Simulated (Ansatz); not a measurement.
`C/C(F)=C(/O)F`, relaxed with RKS PBE-D4/def2-SVP in Ansatz from a rough embedded geometry. The force threshold is 0.03 eV/Å; the program also tests the step.

Total charge 0; spin multiplicity 1.

Start:

```xyz
10

C    -1.225   -0.771   -0.396
C    -0.259   -0.043    0.460
F    -0.610    0.069    1.745
C     0.897    0.567    0.105
O     1.724    1.181    0.944
F     1.305    0.394   -1.229
H    -2.162   -0.277   -0.451
H    -1.303   -1.772   -0.047
H    -0.823   -0.825   -1.499
H     2.455    1.477    0.368
```

(1) How much energy does the relaxation release, and in how many steps? (An estimate is asked.)

(2) Which bonds change most? (Estimate.)

(3) Give the relaxed structure. (Best estimate.)

Answers

(1) Ansatz gave: 32.13 kJ/mol, in 14 steps, 2 of them rejected.

(2) Ansatz gave: C1–H9 from 1.176 to 1.105 Å; C1–H7 from 1.061 to 1.111 Å; C1–H8 from 1.062 to 1.112 Å; C4–F6 from 1.406 to 1.357 Å.

(3) Ansatz gave: 
```xyz
10

C    -1.210   -0.762   -0.421
C    -0.236   -0.036    0.436
F    -0.602    0.115    1.732
C     0.968    0.446    0.056
O     1.891    0.965    0.882
F     1.359    0.355   -1.240
H    -2.189   -0.236   -0.439
H    -1.396   -1.785   -0.030
H    -0.835   -0.843   -1.458
H     2.250    1.782    0.482
```
